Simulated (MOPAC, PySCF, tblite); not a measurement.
Bond stretch in SMILES C=O (CH₂O). The C1–O4 bond (C1 also carries H, H; O4 carries nothing else) is varied alone, starting from the PBE0/def2-TZVP optimised geometry.

Levels of theory: PM3, restricted, heats of formation (MOPAC); UMP2 = MP2 on UHF/cc-pVDZ, 2 core orbitals frozen (PySCF); GFN2-xTB, 300 K electronic temperature (tblite); RCCSD(T) = CCSD(T) on RHF/cc-pVDZ, 2 core orbitals frozen run with PySCF; RMP2/3-21G = restricted MP2 (frozen core)/3-21G (PySCF).

Energies are in kJ/mol, each relative to the lowest point of its own curve near equilibrium.

```json
[
 {"R / Å": "0.97", "PM3": "403.9", "UMP2": "432.5", "GFN2-xTB": "356.5", "RCCSD(T)": "433.9", "RMP2/3-21G": "501.6"},
 {"R / Å": "1.02", "PM3": "227.3", "UMP2": "241.3", "GFN2-xTB": "187.7", "RCCSD(T)": "242.4", "RMP2/3-21G": "295.7"},
 {"R / Å": "1.08", "PM3": "91.5", "UMP2": "99.8", "GFN2-xTB": "___", "RCCSD(T)": "100.6", "RMP2/3-21G": "137.7"},
 {"R / Å": "1.13", "PM3": "28.9", "UMP2": "34.9", "GFN2-xTB": "18.6", "RCCSD(T)": "35.6", "RMP2/3-21G": "60.0"},
 {"R / Å": "1.16", "PM3": "9.2", "UMP2": "13.3", "GFN2-xTB": "4.5", "RCCSD(T)": "13.9", "RMP2/3-21G": "___"},
 {"R / Å": "1.20", "PM3": "0.0", "UMP2": "0.0", "GFN2-xTB": "0.0", "RCCSD(T)": "0.5", "RMP2/3-21G": "8.0"},
 {"R / Å": "1.23", "PM3": "3.9", "UMP2": "4.3", "GFN2-xTB": "5.2", "RCCSD(T)": "0.0", "RMP2/3-21G": "___"},
 {"R / Å": "1.27", "PM3": "20.6", "UMP2": "53.3", "GFN2-xTB": "20.9", "RCCSD(T)": "9.1", "RMP2/3-21G": "0.0"},
 {"R / Å": "1.31", "PM3": "48.0", "UMP2": "99.7", "GFN2-xTB": "44.6", "RCCSD(T)": "27.0", "RMP2/3-21G": "8.5"},
 {"R / Å": "1.39", "PM3": "124.8", "UMP2": "185.9", "GFN2-xTB": "108.2", "RCCSD(T)": "___", "RMP2/3-21G": "43.6"},
 {"R / Å": "1.50", "PM3": "254.9", "UMP2": "293.0", "GFN2-xTB": "___", "RCCSD(T)": "172.1", "RMP2/3-21G": "115.8"},
 {"R / Å": "1.60", "PM3": "379.3", "UMP2": "382.7", "GFN2-xTB": "319.5", "RCCSD(T)": "258.1", "RMP2/3-21G": "202.2"},
 {"R / Å": "1.78", "PM3": "590.6", "UMP2": "544.4", "GFN2-xTB": "502.7", "RCCSD(T)": "___", "RMP2/3-21G": "485.9"},
 {"R / Å": "1.99", "PM3": "789.7", "UMP2": "661.6", "GFN2-xTB": "689.2", "RCCSD(T)": "413.5", "RMP2/3-21G": "752.7"},
 {"R / Å": "2.17", "PM3": "899.1", "UMP2": "702.9", "GFN2-xTB": "818.0", "RCCSD(T)": "—", "RMP2/3-21G": "853.2"},
 {"R / Å": "2.41", "PM3": "983.5", "UMP2": "725.1", "GFN2-xTB": "944.0", "RCCSD(T)": "—", "RMP2/3-21G": "925.3"},
 {"R / Å": "2.60", "PM3": "1019.0", "UMP2": "732.6", "GFN2-xTB": "1009.7", "RCCSD(T)": "—", "RMP2/3-21G": "959.6"},
 {"R / Å": "2.92", "PM3": "1044.0", "UMP2": "738.3", "GFN2-xTB": "—", "RCCSD(T)": "—", "RMP2/3-21G": "993.3"},
 {"R / Å": "3.24", "PM3": "1050.4", "UMP2": "740.7", "GFN2-xTB": "—", "RCCSD(T)": "—", "RMP2/3-21G": "1010.6"},
 {"R / Å": "3.58", "PM3": "1052.2", "UMP2": "742.0", "GFN2-xTB": "—", "RCCSD(T)": "—", "RMP2/3-21G": "1019.6"},
 {"R / Å": "4.22", "PM3": "1053.6", "UMP2": "743.0", "GFN2-xTB": "—", "RCCSD(T)": "—", "RMP2/3-21G": "1025.5"}
]
```

Q: Some entries are withheld; supply them.

A: 
- 1.08, GFN2-xTB: 68.5
- 1.16, RMP2/3-21G: 30.9
- 1.23, RMP2/3-21G: 0.3
- 1.39, RCCSD(T): 80.1
- 1.50, GFN2-xTB: 215.2
- 1.78, RCCSD(T): 373.3

Dashes: no converged value, or the column stops at the first point that the program doubted or that broke a chosen test of continuity, which isn't proof of a fault.

The restricted form behind PM3, RMP2/3-21G keeps the bonding electrons paired and can't separate into open-shell fragments. The unrestricted determinant behind UMP2 is spin-contaminated at 1.23 to 4.22 Å (<S²> up to 2.0, against 0.00 for a pure singlet). The T1 diagnostic of CCSD on the restricted reference of RCCSD(T) exceeds 0.045 at 1.60 to 2.41 Å.
